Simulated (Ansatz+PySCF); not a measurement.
## singlet C₂H₆: levels of theory in one basis

```xyz
8

C     0.0034    0.0054   -0.7518
C    -0.0056   -0.0081    0.7579
H     0.0036   -1.0191   -1.1572
H    -0.8846    0.5109   -1.1748
H     0.8803    0.5061   -1.1603
H     0.0047    1.0326    1.1636
H    -0.8949   -0.5155    1.1605
H     0.8841   -0.5024    1.1656
```

Basis set: def2-SVP (spherical functions). Correlated methods keep 2 orbitals frozen. Charge 0, multiplicity 1.

Computed with Ansatz (development build ahead of 0.2.0); each method stands on the lowest determinant of its kind that the runs found. NEVPT2 correlates all electrons. Active spaces start from the frontier orbitals, and the lowest solution found is given.

```
        method  E − E(RHF) (eV)  <S²> of the determinant
           RHF             0.00                     0.00
      RHF-CCSD            -9.22                        –
   RHF-CCSD(T)            -9.45                        –
   CASSCF(2,2)            -0.44                        –
SC-NEVPT2(2,2)            -8.38                        –
```

**Question.** What does RHF-MP2 give on the same scale?

**Answer.** -8.23 eV.

**Question.** Is a single determinant a sound starting point here?

**Answer.** By this sign, yes. Unrestricted orbitals gain 0.00 eV and <S²> is 0.00 against 0.00 for a pure state. The CASSCF(2,2) natural occupations are 1.98, 0.02.
